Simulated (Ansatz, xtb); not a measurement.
**Relaxing a trial structure of CH5BSi+**

The starting geometry of this gas-phase doublet has its atoms placed at random.

```tsv
atom	x (Å)	y (Å)	z (Å)
C	0.5717	1.8349	-0.2928
B	-0.7150	0.8878	-1.7289
Si	-1.0368	-1.0566	-0.1897
H	0.2427	-2.2287	0.2918
H	0.8272	-1.0257	0.0996
H	0.5341	-0.8148	-1.1100
H	-0.2717	-0.1231	-2.2439
H	-0.2514	0.1587	0.5552
```

**Question.** One run relaxed it with r2SCAN-D4/def2-SVP. What is a likely outcome?

**Answer.** It ends as a structure given below by its coordinates. Distances that change by over a tenth: Si3–H6 (1.84 → 2.04 Å), H5–H6 (1.26 → 0.78 Å). Contacts that open: Si3–H8 (1.63 → 2.46 Å). Contacts that close: C1–B2 (2.15 → 1.41 Å), C1–Si3 (3.31 → 1.78 Å), C1–H8 (2.05 → 1.11 Å), Si3–H4 (1.80 → 1.49 Å).

The energy falls by 11.28 eV over 25 steps:

```json
{"step": "1", "E − E(last) (eV)": "11.277"}
{"step": "4", "E − E(last) (eV)": "6.304"}
{"step": "6", "E − E(last) (eV)": "4.392"}
{"step": "9", "E − E(last) (eV)": "1.578"}
{"step": "12", "E − E(last) (eV)": "0.463"}
{"step": "14", "E − E(last) (eV)": "0.168"}
{"step": "17", "E − E(last) (eV)": "0.070"}
{"step": "20", "E − E(last) (eV)": "0.014"}
{"step": "22", "E − E(last) (eV)": "0.003"}
{"step": "25", "E − E(last) (eV)": "0.000"}
```

Final geometry (Å):

```
atom    x (Å)    y (Å)    z (Å)
   C  -0.3940   0.5314  -0.4304
   B  -0.6808   1.2062  -1.6309
  Si  -0.4488  -1.2278  -0.1960
   H  -0.2851  -1.7844   1.1749
   H   1.6429  -1.8629  -0.3799
   H   1.2178  -2.1072  -0.9871
   H  -0.9248   1.7504  -2.6555
   H  -0.2263   1.1268   0.4863
```

From the same start GFN2-xTB ends elsewhere, in pieces: CH3BSi + H2.

From so rough a start the end depends on the optimiser's path, so another program may land elsewhere. No frequencies were run, so the end isn't proven a minimum. Open shells are spin-unrestricted. Run with Ansatz 0.2.0, 100 s on 1 thread of Intel(R) Xeon(R) 6975P-C (Granite Rapids), with other jobs on the host.
